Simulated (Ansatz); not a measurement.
SiH2MeCl (CH₅ClSi), relaxed as a singlet with RKS r2SCAN-D4/def2-TZVP in Ansatz, starting from the GFN2-xTB geometry. Force threshold 0.02 eV/Å.

Start:

Cartesian coordinates in Å:
```
Si -0.100 0.242 -0.848
H -0.207 1.689 -1.025
H -1.205 -0.443 -1.514
C -0.036 -0.211 0.991
H -0.919 0.145 1.512
H 0.833 0.224 1.479
H 0.016 -1.288 1.133
Cl 1.617 -0.358 -1.728
```

```csv
step,energy (eV),largest force component (eV/Å),SCF passes
1,-21519.2595,1.202,16
2,-21519.2982,0.337,20
3,-21519.3030,0.050,20
4,-21519.3033,0.020,21
5,-21519.3034,0.005,20
```

Force components are those of the run's own axes.

End:

```xyz
8

Si   -0.0962    0.2348   -0.8153
H    -0.1972    1.7013   -1.0078
H    -1.2299   -0.4306   -1.5007
C    -0.0349   -0.2111    0.9865
H    -0.9456    0.1279    1.4884
H     0.8202    0.2595    1.4760
H     0.0461   -1.2919    1.1190
Cl    1.6376   -0.3898   -1.7461
```

By distances, no bond broke or formed. The bond that changes most is Si1–Cl8, from 2.02 to 2.06 Å (atoms count from 1).

No frequencies were taken in this run, so the end may be a saddle point.

It took 7 s on 4 threads of Arm Neoverse V2 on a shared host.
